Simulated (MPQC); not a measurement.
# C2H2F (SMILES C=[C]F): ROHF/6-311G(d,p) (Cartesian functions)

Aim: the energy change on altering one bond length of C2H2F at ROHF/6-311G** (Cartesian functions), from 2 runs. 

Program for the calculation: MPQC 2.3.1.

4 further runs of the same task are left out: 2 that didn't finish, 2 set aside as unsound or not needed. Runs told in other sessions of the task aren't counted.

### Step 1. The structure to begin with

C2H2F: 5 atoms, total charge 0, spin state doublet. As SMILES, `C=[C]F`. The coordinates come from a PBE0-D4/def2-TZVP relaxation.

Bond lengths: C1–C2 1.309 Å, C2–F3 1.302 Å, C1–H4 1.087 Å, C1–H5 1.080 Å. Angles: C1–C2–F3 130.3°, C2–C1–H4 120.7°, C2–C1–H5 119.9°, H4–C1–H5 119.4°.

### Step 2. Energy and gradient at ROHF/6-311G(d,p) (Cartesian functions)

The input, job.in:

```
molecule<Molecule>: (
   symmetry = c1
   unit = angstrom
   { atoms geometry } = {
      C  [ 0.488200    -0.200400     0.008400 ]
      C  [ -0.592700     0.393700     0.447100 ]
      F  [ -1.725600     0.629500    -0.148900 ]
      H  [ 0.534700    -0.590400    -1.005400 ]
      H  [ 1.345200    -0.306200     0.657500 ]
   }
)
basis<GaussianBasisSet>: (
   name = "6-311G**"
   molecule = $:molecule
   puream = no
)
mpqc: (
   checkpoint = no
   savestate = no
   restart = no
   do_energy = yes
   do_gradient = yes
   optimize = no
   mole<HSOSHF>: (
      molecule = $:molecule
      basis = $:basis
      total_charge = 0
      multiplicity = 2
      memory = 1000000000
      print_evals = yes
      print_npa = yes
      maxiter = 80
      guess_wavefunction<HSOSHF>: (
         molecule = $:molecule
         total_charge = 0
         multiplicity = 2
         memory = 1000000000
         value_accuracy = 1e-3
         basis<GaussianBasisSet>: (
            name = "3-21G"
            molecule = $:molecule
         )
      )
   )
)
```

The run is started by

```console
$ mpqc -o job.out job.in
```

The log of the run:

```text
MPQC: Massively Parallel Quantum Chemistry
[...]
  LUMO is    13   A =   0.174173
  total scf energy = -176.2779604411
[...]
Value of the MolecularEnergy: -176.2779604411
  Gradient of the MolecularEnergy:
      1    0.0044950852
      2   -0.0014390725
      3    0.0010068158
      4   -0.0031142985
      5    0.0032540325
      6    0.0054523601
      7   -0.0074596279
      8    0.0020116161
      9   -0.0026606256
     10    0.0007185468
     11   -0.0029138472
     12   -0.0071767835
[...]
      symmetry = c1
[...]
      nbasis = 69
[...]
```

Wall time 4.8 s (1 thread of Arm Neoverse N1, shared host).

### Step 3. The distorted shape, same level

The input, run.in:

```
% emacs should use -*- KeyVal -*- mode
molecule<Molecule>: (
   symmetry = c1
   unit = angstrom
   { atoms geometry } = {
      C  [ 0.431587      -0.188617      -0.021383 ]
      C  [ -0.649313       0.405483       0.417317 ]
      F  [ -1.725600       0.629500      -0.148900 ]
      H  [ 0.478087      -0.578617      -1.035183 ]
      H  [ 1.288587      -0.294417       0.627717 ]
   }
)
basis<GaussianBasisSet>: (
   name = "6-311G**"
   molecule = $:molecule
   puream = no
)
mpqc: (
   checkpoint = no
   savestate = no
   restart = no
   do_energy = yes
   do_gradient = yes
   optimize = no
   mole<HSOSHF>: (
      molecule = $:molecule
      basis = $:basis
      total_charge = 0
      multiplicity = 2
      memory = 1000000000
      print_evals = yes
      print_npa = yes
      maxiter = 80
      guess_wavefunction<HSOSHF>: (
         molecule = $:molecule
         total_charge = 0
         multiplicity = 2
         memory = 1000000000
         value_accuracy = 1e-3
         basis<GaussianBasisSet>: (
            name = "3-21G"
            molecule = $:molecule
         )
      )
   )
)
```

The run is started by

```console
$ mpqc run.in > run.out
```

The log of the run:

```text
MPQC: Massively Parallel Quantum Chemistry
[...]
  LUMO is    13   A =   0.178392
  total scf energy = -176.2747289928
[...]
Value of the MolecularEnergy: -176.2747289928
  Gradient of the MolecularEnergy:
      1   -0.0011085257
      2    0.0000683081
      3   -0.0010110224
      4   -0.0624716224
      5    0.0160326205
      6   -0.0246181495
      7    0.0576641962
      8   -0.0126293668
      9    0.0286365695
     10    0.0007289054
     11   -0.0028247843
     12   -0.0069222687
[...]
      symmetry = c1
[...]
      nbasis = 69
[...]
```

Run time: 4.2 s. Hardware: 1 thread of Arm Neoverse N1, shared host.

### Step 4. Results

Level: ROHF/6-311G** (Cartesian functions).

```
                                                         quantity          value
                                        first shape: total energy  -176.27796 Eh
                            first shape: largest force on an atom     0.420 eV/Å
                                    distorted shape: total energy  -176.27473 Eh
                        distorted shape: largest force on an atom     3.550 eV/Å
energy change with the C2–F3 bond shortened from 1.302 to 1.237 Å       0.088 eV
```

**Reading.** With the C2–F3 bond shortened from 1.302 to 1.237 Å the energy rises by 0.09 eV (8.5 kJ/mol). The first shape isn't relaxed at this level, so the change isn't measured from a minimum. The largest force (first shape) is 0.42 eV/Å: the shape isn't a stationary point for this species at this level.
